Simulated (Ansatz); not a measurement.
**SbH2⁺, triplet in def2-SVP: errors against full CI**

Geometry: a point of a stretch scan, not a stationary point.

```xyz
3

Sb    0.0000   -0.0248    0.0196
H     0.0000    2.1817   -3.8507
H     0.0000    0.8126    1.4884
```

Basis def2-SVP with its core potentials; Ansatz 0.2.0. Correlated methods freeze the noble-gas cores and the filled d shells of p-block atoms, which leaves 6 electrons in 27 orbitals. R marks a restricted (for open shells ROHF) determinant, U an unrestricted one. Active spaces: pair = (4e, 4o) about the gap; valence = (6e, 6o) chosen from the atoms' valence shells. No spin–orbit coupling is included; scalar relativity enters through the core potentials alone.

Full CI is exact within this basis and frozen core; it isn't the basis-set limit. The frozen core follows each run's orbitals, which can shift R against U totals by a few meV for light atoms and by up to 0.1 eV past Ca.

For open shells CISD is restricted-active-space CI with the open shells as a complete middle space.

- UHF ⟨S²⟩: 2.011
- T1 diagnostic (RCCSD): 0.0175
- largest doubles amplitude (RCCSD): 0.091

| level | E − E(full CI) (kcal/mol) | share of correlation (%) | wall time |
| --- | --- | --- | --- |
| RHF | 50.66 | 0.00 | – |
| RMP2 | 13.50 | 73.34 | – |
| CISD | 2.24 | 95.57 | 3.2 s |
| RCCSD | 1.05 | 97.92 | – |
| RCCSD(T) | 0.25 | 99.50 | 12 s |
| BCCD(T) | 0.25 | 99.50 | 7 s |
| RCCSDT | 0.01 | 99.97 | – |
| RCCSDT(Q) | -0.01 | 100.01 | 17 s |
| CASSCF (pair space) | 39.36 | 22.30 | – |
| NEVPT2 (pair space) | 11.15 | 78.00 | 6.5 s |
| MRCISD (pair space) | 1.17 | 97.69 | – |
| MRCISD+Q (pair space) | -0.79 | 101.56 | 7 s |
| CASSCF (valence space) | 30.12 | 40.55 | – |
| NEVPT2 (valence space) | 8.13 | 83.96 | 4 s |
| MRCISD (valence space) | 0.83 | 98.37 | – |
| MRCISD+Q (valence space) | -0.16 | 100.32 | 5.5 s |

The correlation energy at full CI, counted from RHF, is -2.197 eV. That run took 42 s on 1 thread of Intel Xeon, shared host over 4,258,800 determinants.

Run but not shown, since their state or frozen core can't be matched to the reference's or they repeat it: UHF, UMP2, UCCSD, UCCSD(T), UCCSDT, UCCSDT(Q).

Times hold each run's SCF and search for its determinant on a shared host, so for small cases they say little of a method's own cost; they ran on 1 thread of Intel Xeon.

Not variational, and here over 5 meV under the exact energy: MRCISD+Q (pair space), MRCISD+Q (valence space).

The full-CI state has the irrep A'' of Cs, in the program's axes.

Natural occupations of full CI about the gap: 1.956 1.924 1.000 0.990 0.042 0.041 0.010 0.009 0.007 0.007; effectively unpaired electrons, Σ n²(2−n)², 2.04.
